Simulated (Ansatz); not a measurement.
Run this with Ansatz 0.2.0, Python API and show what comes out.

Script `cas.py`:
```python
import ansatz as az


def main() -> None:
    system = (
        az.Crystal.molecule()
        .atom('O', (-0.3473, -1.1963, -0.1185))
        .atom('Al', (0.0216, 0.6312, -0.1033))
        .atom('H', (-0.6207, -1.3738, 0.801))
        .atom('H', (0.5369, -1.5947, -0.3269))
        .atom('H', (0.4936, 1.0858, -1.5769))
        .atom('H', (-1.2588, 1.492, 0.3353))
        .atom('H', (1.236, 0.8878, 0.9436))
    )

    job = (
        system.calculation()
        .basis(gaussian='def2-SVP')
        .correlation(active_electrons=4, active_orbitals=5)
    )
    for method in [None, 'sc_nevpt2']:
        rep = (job if method is None else job.correlation(method)).run(threads=1, pin='off').report
        space = rep['configurations']
        state = space['states'][0]
        print(method or 'casscf', f'total {rep["free_energy_ev"] / 27.211386246:.6f} Ha, active-space state {state["energy"]["hartree"]:.6f} Ha, mean field {rep["reference_energy_ev"] / 27.211386246:.6f} Ha')
        print('  determinants', state['n_determinants'], ' natural occupations', [round(n, 3) for n in space['natural_occupations']])
    print('effectively unpaired electrons, sum of min(n, 2 - n):', round(sum(min(n, 2 - n) for n in space['natural_occupations']), 3))


if __name__ == '__main__':
    main()
```

Running `python cas.py` prints:
```text
casscf total -319.584837 Ha, active-space state -319.584837 Ha, mean field -319.529005 Ha
  determinants 100  natural occupations [1.978, 1.976, 0.022, 0.021, 0.003]
RunWarning: the results are in doubt because another end's mean lies 0.622 eV lower, and its corrected mean 0.088 eV higher
sc_nevpt2 total -319.816014 Ha, active-space state -319.561982 Ha, mean field -319.529005 Ha
  determinants 100  natural occupations [1.98, 1.971, 0.024, 0.016, 0.009]
effectively unpaired electrons, sum of min(n, 2 - n): 0.097
```
(Warnings from the package without file and line.)

What to keep in mind:
- Total energies depend on the basis set; only differences at equal settings carry meaning.
- The geometry is a force-field or estimated start, not a minimum of this method, and the basis set is short of its limit. The active space starts as a window about the frontier orbitals and is then optimised, not chosen by chemistry.
- A lower CASSCF solution was found and passed over, so the printed active-space state isn't the lowest.
- Run time: 5.6 s on 1 thread of Arm Neoverse V1 (shared host), peak memory 0.16 GiB.

(Lines on the test bed's own set-up are left out of the output.)
